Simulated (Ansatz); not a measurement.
**B–CH–Cl⁺, quintet: reading a ladder of total energies**

Geometry: that of the B–CH–Cl, quartet, kept fixed. The triplet lies 4.0 eV lower here.

```xyz
4

B     0.0000   -0.4495    1.9288
C     0.0000    0.4656    0.7691
Cl    0.0000   -0.0648   -0.8713
H     0.0000    1.5530    0.7950
```

Basis cc-pVDZ; Ansatz 0.2.0. Only valence electrons are correlated (noble-gas cores frozen), which leaves 14 electrons in 44 orbitals. R marks a restricted (for open shells ROHF) determinant, U an unrestricted one.

Full CI isn't at hand for all of this; UCCSDT(Q) serves as the reference, and is uncertain by about the last step of the cluster series.

Runs differ by some tens of microhartree through their thresholds and, for an open shell, their frozen cores, so steps under 0.03 kcal/mol mean nothing.

```tsv
level	total energy (hartree)
UHF	-522.083960
UMP2	-522.333841
UCCSD	-522.373044
UCCSD(T)	-522.382291
UCCSDT	-522.383832
UCCSDT(Q)	-522.384547
```

Problem. What is the correlation energy at UCCSDT(Q), and what share of it do UMP2 and UCCSD(T) recover?

Solution. E(corr) = -522.384547 − (-522.083960) = -0.300587 hartree = -8.179 eV. UMP2: -0.249881 / -0.300587 = 83.13 %. UCCSD(T): -0.298331 / -0.300587 = 99.25 %.

Problem. By how many kcal/mol does UCCSD(T) miss UCCSDT(Q) (1 hartree = 627.509 kcal/mol), and which steps make up the rest?

Solution. -522.382291 − (-522.384547) = 0.002256 hartree = 1.42 kcal/mol. Steps: UCCSDT − UCCSD(T) = -0.97, UCCSDT(Q) − UCCSDT = -0.45 kcal/mol. Differences between like states or geometries often cancel part of this.
